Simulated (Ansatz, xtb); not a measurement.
## Relative energy of two isomers of C4H4N2

Structure I: `c1cnccn1`, a singlet. Structure II: `c1cncnc1`, a singlet. Both are isolated molecules in the gas phase, relaxed with B3LYP/def2-SVP.

Energies in hartree; the thermal terms are from B3LYP/def2-SVP harmonic frequencies (ideal gas, rigid rotor, one conformer each, 298.15 K, 1 atm) and include the zero-point energy:

|  | I | II |
| --- | --- | --- |
| E, CCSD(T)/def2-SVP | −263.379502 | −263.386289 |
| E, MP2/def2-SVP | −263.313606 | −263.319141 |
| E, MP2/def2-TZVPP | −263.792782 | −263.798622 |
| zero-point energy | 0.076831 | 0.077007 |
| H(298 K) − E | 0.081932 | 0.082126 |
| G(298 K) − E | 0.050794 | 0.050305 |

**Question.** Correct the CCSD(T) difference for the basis set by the MP2 change, then work out ΔE, ΔE₀, ΔH and ΔG for I → II in kJ/mol (1 Eh = 2625.50 kJ/mol) and the equilibrium ratio [II]/[I].

**Answer.** 1. Differences II − I: CCSD(T) −0.006787, MP2 in the small set −0.005535, MP2 in the large set −0.005840 Eh.
2. ΔE = −0.006787 + (−0.005840 − (−0.005535)) = −0.007092 Eh = −18.62 kJ/mol.
3. ΔE₀ = ΔE + ΔZPE = −0.007092 + (+0.000176) Eh = −18.16 kJ/mol.
4. ΔH = ΔE + (+0.000194) Eh = −18.11 kJ/mol.
5. ΔG = ΔE + (−0.000489) Eh = −19.90 kJ/mol, so ΔS = (ΔH − ΔG)/T = +6.0 J/(mol K).
6. kT = 0.9442 mEh, so K = [II]/[I] = exp(−ΔG/kT) = exp(+8.03) ≈ 3.1 × 10^3.

Structure II is favoured at this temperature. An error of 4 kJ/mol in ΔG would change K by a factor of 5. Mirror images and further conformers aren't counted.

As drawn, both hold the same kinds of bond in the same numbers.

Tabulated enthalpies of formation at 298 K (CRC Handbook of Chemistry and Physics) are 196.1 kJ/mol for I and 195.7 kJ/mol for II, so the tabulated ΔH is −0.40 kJ/mol and the calculation departs from it by −17.71 kJ/mol.

Other levels gave ΔE = −21.2 (GFN2-xTB); −11.0 (HF/STO-3G, GFN2-xTB geometries); −16.8 (r2SCAN-D4/def2-SVP, GFN2-xTB geometries); −15.5 (B3LYP/def2-SVP); −26.5 (HF/def2-SVP); −14.5 (MP2/def2-SVP); −17.8 (CCSD(T)/def2-SVP) kJ/mol. The correlated steps freeze 6 core orbitals. Programs: Ansatz 0.2.0, xtb 6.7.1.
